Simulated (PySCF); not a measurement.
Magnetic susceptibility: SMILES [SiH3][CH2][AlH3-], [CH₈AlSi]-, charge -1

Molfile (atoms numbered from 1):
```
CH8AlSi
     RDKit          3D

 11 10  0  0  0  0  0  0  0  0999 V2000
    1.6460    0.6373    0.0037 Al  0  0  0  0  0  4  0  0  0  0  0  0
    0.1076   -0.7335   -0.1405 C   0  0  0  0  0  0  0  0  0  0  0  0
   -1.6445   -0.1295    0.0820 Si  0  0  0  0  0  4  0  0  0  0  0  0
    3.0302   -0.1678   -0.2326 H   0  0  0  0  0  0  0  0  0  0  0  0
    1.4605    1.7716   -1.1321 H   0  0  0  0  0  0  0  0  0  0  0  0
    1.6324    1.3028    1.4763 H   0  0  0  0  0  0  0  0  0  0  0  0
    0.2815   -1.5371    0.5936 H   0  0  0  0  0  0  0  0  0  0  0  0
    0.1689   -1.2314   -1.1219 H   0  0  0  0  0  0  0  0  0  0  0  0
   -2.0807    0.8597   -0.9190 H   0  0  0  0  0  0  0  0  0  0  0  0
   -1.9291    0.4422    1.4097 H   0  0  0  0  0  0  0  0  0  0  0  0
   -2.6675   -1.2115   -0.0452 H   0  0  0  0  0  0  0  0  0  0  0  0
  1  2  1  0
  2  3  1  0
  1  4  1  0
  1  5  1  0
  1  6  1  0
  2  7  1  0
  2  8  1  0
  3  9  1  0
  3 10  1  0
  3 11  1  0
M  CHG  1   1  -1
M  END
```

Level of theory: PySCF, GIAO B3LYP/aug-pcSseg-1 magnetisability, rotational g tensor and spin-rotation constants, non-relativistic, gas phase. Geometry: GFN2-xTB.

For an ion the centre-of-mass motion in the field is neglected.

What are the magnetisability and the molar susceptibility?

Isotropic -932 × 10⁻³⁰ J/T², or -56.1 × 10⁻⁶ cm³/mol; principal values -978, -913, -904 × 10⁻³⁰ J/T², anisotropy 70 × 10⁻³⁰ J/T² (root of half the summed squared differences of the principal values). The susceptibility is in cgs units.

Split it along the inertial axes a, b, c into diamagnetic and paramagnetic parts about the centre of mass, with the quadrupole moment.


| axis | χ (10⁻⁶ cm³/mol) | diamagnetic (10⁻⁶ cm³/mol) | paramagnetic (10⁻⁶ cm³/mol) | summed x² of all electrons (Å²) | quadrupole Θ (D Å) |
| --- | --- | --- | --- | --- | --- |
| a | -58.9 | -183.0 | 124.1 | 121.5 | -20.74 |
| b | -55.0 | -591.0 | 536.0 | 25.3 | +9.93 |
| c | -54.4 | -623.0 | 568.6 | 17.8 | +10.81 |

Anisotropies 2χaa − χbb − χcc = -8.4 and 2χbb − χaa − χcc = +3.3 × 10⁻⁶ cm³/mol. Θ is traceless in Buckingham's convention.

And the rotational g tensor?


```tsv
axis	rotational constant (GHz)	g	nuclear part	electronic part
a	17.8925	-0.2179	0.8249	-1.0429
b	2.5880	-0.0582	0.5935	-0.6517
c	2.4334	-0.0560	0.5940	-0.6500
```
Asymmetric top; isotopes 27Al, 12C, 1H, 28Si; no vibrational averaging.
